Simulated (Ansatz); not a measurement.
A run of Ansatz (development build ahead of 0.2.0) on quartet AlN2 at this shape:

```xyz
3

Al    0.0000    0.0000    0.0000
N     0.0000    4.0156    2.3184
N     0.0000   -4.0156    2.3184
```

Its results:

```json
{
  "Converged": "yes",
  "Total energy": "-351.45692 hartree",
  "Spin squared of the determinant": "5.544",
  "Stability test": "minimum"
}
```

Question: Which input gives this output? Name the method, the orbitals and the basis set, and write the input.

Answer: r²SCAN (unrestricted) in pcseg-2.

```yaml
crystal:
  periodic: [false, false, false]
  atoms:
    - { symbol: Al, position_ang: [0.0, 0.0, 0.0] }
    - { symbol: "N", position_ang: [0.0, 4.0156, 2.3184] }
    - { symbol: "N", position_ang: [0.0, -4.0156, 2.3184] }
basis:
  gaussian: { orbitals: pcseg-2 }
magnetization:
  spin_polarized: true
  initial_magnetization: 3
hamiltonian:
  xc: r2scan
```

Caution: charge can spread falsely over distant fragments; the unrestricted determinant is a mixture of spin states; other spin multiplicities may lie lower.
